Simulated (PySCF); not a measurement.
Functional dependence of a UV spectrum

Boron monohydride, BH (singlet state).
SMILES: `[BH]`

Linear-response calculations in the def2-SVPD basis (PySCF; singlets by full response, triplets Tamm–Dancoff, core orbitals frozen in the response; HF means time-dependent Hartree–Fock). 'Strongest' is the level of largest summed f among the singlets computed (10 roots, of which the last may lack a degenerate partner); it can jump between rows when another state enters that window. S1 is the lowest singlet of each run and needn't be the same state throughout; f(S1) is that of one state. Isolated species at its PBE0-D3(BJ)/def2-SVP geometry, gas phase.

```csv
functional,kind,S1 (eV),f(S1),strongest (eV),T1 (eV),HOMO (eV),gap (eV),"ionisation energy, ΔSCF (eV)"
LDA,LDA,2.46,0.019,9.96,1.00,-5.46,1.74,9.64
PBE,GGA,2.65,0.021,10.06,0.90,-5.48,1.98,9.57
B3LYP,"global hybrid, 20% exact exchange",2.67,0.022,10.26,0.99,-6.48,3.87,9.69
PBE0,"global hybrid, 25% exact exchange",2.62,0.022,10.32,0.82,-6.64,4.28,9.52
BHandHLYP,"global hybrid, 50% exact exchange",2.62,0.023,10.59,0.88,-7.74,6.56,9.48
CAM-B3LYP,range-separated hybrid,2.56,0.021,10.37,0.90,-8.04,6.90,9.66
wB97X-D,range-separated hybrid,2.70,0.026,10.25,1.09,-8.56,8.21,9.51
HF,Hartree–Fock,2.60,0.025,11.12,0.45,-9.43,10.89,not settled
```

What does LC-wPBE (range-separated hybrid) give?

S1 (eV) 2.52, f(S1) 0.021, strongest (eV) 10.48, T1 (eV) 0.70, HOMO (eV) -9.41, gap (eV) 9.55, ionisation energy, ΔSCF (eV) 9.57. S1 runs from 2.46 eV (LDA) to 2.70 eV (wB97X-D), a spread of 0.24 eV, while the orbital gap spreads over 9.1 eV. −ε(HOMO) comes closest to its own ΔSCF ionisation energy with LC-wPBE (-0.16 eV) and misses most with LDA (-4.18 eV). 'Not settled' means that the ion's SCF failed to converge or may have ended in another state than the lowest.
